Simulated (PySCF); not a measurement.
# CF−: from the state search to spectroscopic constants

One job finds the state of CF−, follows it along the bond with each method and fits the curves.

Computed with PySCF 2.14.0. Level: C aug-cc-pVDZ, F aug-cc-pVDZ, no relativity.

1 further run of the same task is left out (set aside as unsound or not needed).

## Step 1: The job

The job is set up so:

- atoms: C, F
- charge: -1
- basis: C aug-cc-pVDZ, F aug-cc-pVDZ
- Hamiltonian: no relativity
- basis functions: 46
- electrons treated: 16
- masses in u: 12.0000, 18.9984
- levels: PBE0, PBE, r²SCAN, MN15, M06-L, revPBE, CAM-B3LYP, HF, MP2, SCS-MP2, CCSD, CCSD(T)
- grid: 80 radial by 434 angular points
- occupations: held fixed by the projection of orbital angular momentum
- dissociation limit: C + F−, each in its ground configuration
- starting distance in angstrom: 1.425
- values of 2S to try: 0, 2

Launch:

```console
$ OMP_NUM_THREADS=1 python dia.py task.json out
```

After this run come: PBE0 along the bond; Excited determinants; PBE (GGA); r²SCAN (meta-GGA); MN15 (hybrid meta-GGA); M06-L; revPBE (GGA); CAM-B3LYP (range-separated hybrid); UHF; Adding correlation.

What does the calculation give? Wanted: for each run, Re; ωe; De; μ.

**Answer**, as computed:

Lowest PBE0 solution found, without spin–orbit coupling: ³Σ⁻ (triplet), unpaired electrons π ↑↑. State 2 has its PBE0 minimum 0.35 eV higher, as a spin-mixed determinant (⟨S²⟩ = 1.01), so this is no gap between pure states. The other levels ran on the lowest alone.

```csv
level,Re (Å),ωe (cm⁻¹),De (eV),μ (D)
UHF,1.463,756,2.00,2.95
UHF-MP2,1.486,736,2.39,n/a
UHF-SCS-MP2,1.493,722,2.25,n/a
UHF-CCSD,1.483,738,2.33,n/a
UHF-CCSD(T),1.492,717,2.41,n/a
PBE,1.456,762,3.19,3.73
revPBE,1.470,737,2.98,3.65
r²SCAN,1.456,765,3.09,3.60
M06-L,1.465,699,3.02,3.52
PBE0,1.440,803,3.03,3.57
MN15,1.424,838,2.99,3.72
CAM-B3LYP,1.447,787,2.80,3.42
```

De is counted to C + F− in their ground configurations. A positive dipole points from C to F; in an ion it is taken about the centre of mass and does not tell which atom is negative.

Differences from CCSD(T) in the same basis:

```csv
level,Re (mÅ),ωe (%)
UHF,-28,+5.4
UHF-MP2,-6,+2.6
UHF-SCS-MP2,+1,+0.7
UHF-CCSD,-9,+2.9
PBE,-36,+6.2
revPBE,-22,+2.7
r²SCAN,-36,+6.7
M06-L,-27,-2.5
PBE0,-51,+12.0
MN15,-68,+16.8
CAM-B3LYP,-45,+9.8
```

What this shows: Against CCSD(T) in the same basis, the bond length is nearest at UHF-SCS-MP2 (+1 mÅ) and farthest at MN15 (-68 mÅ); the wavenumber is nearest at UHF-SCS-MP2 (+0.7 %) and farthest at MN15 (+16.8 %). Hartree–Fock makes the bond too short and too stiff against this reference, as it mostly does. CCSD(T) in a basis this small is itself some way from its limit, more so than the functionals. Among the levels with a De in the table, it runs from 2.00 eV (UHF) to 3.19 eV (PBE).

Correlated steps freeze 2 core orbitals. With some functionals the highest level of the anion is positive, from self-interaction error or because the anion is truly unbound there; the finite basis then holds the extra electron, and no neutral molecule was run to test the binding.
